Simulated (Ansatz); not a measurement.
in.yaml

```yaml
crystal:
  periodic: [false, false, false]
  atoms:
    - {symbol: Ge, position_ang: [0.000000, 0.000000, 0.000000]}
    - {symbol: H, position_ang: [0.000000, 0.000000, 3.039000]}
basis:
  gaussian: {orbitals: aug-cc-pVDZ}
total_charge: -1
magnetization: {spin_polarized: true, initial_magnetization: 0}
hamiltonian: {xc: {name: B97M-V}}
```

```sh
$ ansatz run in.yaml --threads 1 --pin off --events-out ev --progress --plain --max-ram 2393MiB
```

The program prints:

```
  # Of w^i u^j: cxij and so on, Table III.
  gx(w, u) = cx00 + cx01*u + cx02*u^2 + (cx10 + cx11*u)*w
  gss(w, u) = css00 + css02*u^2 + css10*w + (css32*w^3 + css42*w^4)*u^2
  gos(w, u) = cos00 + cos01*u + cos03*u^3 + cos10*w + cos32*w^3*u^2
      + integral(e_c_pw_mod_opposite_spin*gos(b97_w_opposite, b97_u_opposite)) + vv10(b, c)
503 factors; their error is unknown
mean field evaluation 1: about -56515.2313 eV, gradient 1.7e1 eV
mean field evaluation 2: about -56496.6896 eV, gradient 2.9e1 eV
mean field evaluation 4: about -56519.2158 eV, gradient 3.1e0 eV
mean field evaluation 8: about -56519.3345 eV, gradient 1.0e0 eV
mean field evaluation 16: about -56520.0119 eV, gradient 1.4e-5 eV
mean field evaluation 32: about -56518.8067 eV, gradient 3.9e0 eV
mean field evaluation 64: about -56520.0119 eV, gradient 5.2e-5 eV
mean field evaluation 96: about -56519.5356 eV, gradient 7.3e-1 eV
mean field evaluation 128: about -56519.1095 eV, gradient 4.5e0 eV
mean field evaluation 160: about -56520.0119 eV, gradient 1.4e-5 eV
mean field -56520.01193858 eV, -2077.0721281028 hartree, gradient 1.4e-5 eV, S^2 1.006686; 15 other end points of the search recorded, 0 dependent functions left out
reference -56520.01199104 eV, -2077.0721300307 hartree; 17, 17 occupied and 28, 28 virtual orbitals, 503 factors
Total energy: -56520.01199104 eV, -2077.0721300307 hartree
```

Ran on 1 thread of Arm Neoverse N1, shared host: 45 s wall, 0.18 GiB peak host memory.
